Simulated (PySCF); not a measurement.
P2.
Atom-mapped SMILES: `[P:1]#[P:2]`

The same species was optimised twice, with GFN2-xTB and with PBE0-D3(BJ)/def2-SVP (PySCF), and the same property calculations (PySCF, gas phase) were run on both structures.

| coordinate | GFN2-xTB | PBE0-D3(BJ)/def2-SVP | change |
| --- | --- | --- | --- |
| P1≡P2 (Å) | 1.921 | 1.891 | -0.030 |

Rotational constants: B = 8842 MHz (linear) (GFN2-xTB) against B = 9125 MHz (linear) (PBE0-D3(BJ)/def2-SVP). Point groups within 0.08 Å: D∞h and D∞h.

On the GFN2-xTB structure: HOMO (eV) -8.18 [PBE0/pcSseg-1]; LUMO (eV) -2.77 [PBE0/pcSseg-1]; GIAO shielding of P1/P2 (mean) (ppm) -392.8 [PBE0/pcSseg-1].

Q: What do these properties become on the PBE0-D3(BJ)/def2-SVP structure?

A: 
```
                                    property          level  on GFN2-xTB  on PBE0-D3(BJ)/def2-SVP  change
                                   HOMO (eV)  PBE0/pcSseg-1        -8.18                    -8.26   -0.08
                                   LUMO (eV)  PBE0/pcSseg-1        -2.77                    -2.68   +0.09
energy, GFN2-xTB geometry as zero (kcal/mol)  PBE0/pcSseg-1          0.0                     -0.4    -0.4
        GIAO shielding of P1/P2 (mean) (ppm)  PBE0/pcSseg-1       -392.8                   -353.2   +39.6
```

The heavy atoms differ by 0.015 Å rms after alignment. Among all bonds P1≡P2 changes most (-0.030 Å). Changes are differences of the printed values. Neither structure is proved a minimum here.
